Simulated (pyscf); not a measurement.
Thermochemistry of product channels of F–N•–F + F–SiH(F)–F on the doublet surface, in kcal/mol, from ωB97M-D3(BJ)/def2-TZVP energies (ideal gas, 1 atm, RRHO with modes under 100 cm⁻¹ raised to 100, one conformer, R ln 2 for chiral ones without a mode under 150 cm⁻¹). Structures and frequencies: ωB97X-D3(BJ)/def2-SVP in PySCF.

```tsv
products	ΔE	ΔH(298 K)	ΔG(298 K)	ΔG(900 K)
F–N(F)–F + F–SiH: [singlet] + F•	+224.0	+221.9	+213.2	+195.3
HF + F–N•–Si(F)(F)–F	-35.5	-34.6	-34.1	-34.3
F–N(F)–Si(F)(F)–F + H•	+35.8	+33.1	+36.8	+42.1
F–Si(F)(F)–F + •HN–F	-70.3	-69.0	-68.1	-66.6
```

These are energies of the channels, which say nothing of barriers. Left out: orbital degeneracy and the spin-orbit lowering of F.
